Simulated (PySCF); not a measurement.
**C: ionisation energy**

C [He] 2s2 2p2 (3P) → C⁺ [He] 2s2 2p1 (2P), as a difference of total energies. Calculation: PySCF 2.14, in x2c-TZVPPall with one added diffuse shell each of s, p, d type (6s4p3d1f, 40 functions); the spin-free X2C one-electron Hamiltonian (Gaussian nucleus). Correlated levels: valence and next inner shell: nothing frozen. The calculations carry no spin-orbit coupling.

| method | ionisation energy (eV) | error (eV) |
| --- | --- | --- |
| UHF | 10.798 | -0.464 |
| MP2 (valence and next inner shell) | 11.252 | -0.010 |
| SCS-MP2 (valence and next inner shell) | 11.121 | -0.141 |
| CCSD (valence and next inner shell) | 11.163 | -0.099 |
| CCSD(T) (valence and next inner shell) | 11.187 | -0.075 |

Reference: 11.262 eV (measured; NIST levels, between the centres of gravity of the two terms).

Errors of the correlated levels include the incompleteness of this basis.
